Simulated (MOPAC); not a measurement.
Protons, H atoms and electrons added to or taken from C. Isolated molecules, 0 K electronic values unless said otherwise. Strings in code marks are SMILES.

Quantity: vertical detachment energy (energy after one electron is removed minus that of the parent at the parent's geometry), in eV. Levels without diffuse functions put anions too high.

Case: `[CH3-]`. Geometry of `[CH3-]` (charge -1, multiplicity 1, Å):

```xyz
4

C     -0.0120    -0.0029     0.2616
H      1.0158    -0.1321    -0.1395
H     -0.6110    -0.8040    -0.2214
H     -0.3796     0.9424    -0.1913
```

What is the computed vertical detachment energy (energy after one electron is removed minus that of the parent at the parent's geometry) (minus the HOMO energy of PM7 // ωB97X-D3(BJ)/def2-TZVPD (MOPAC))?

0.051 eV.
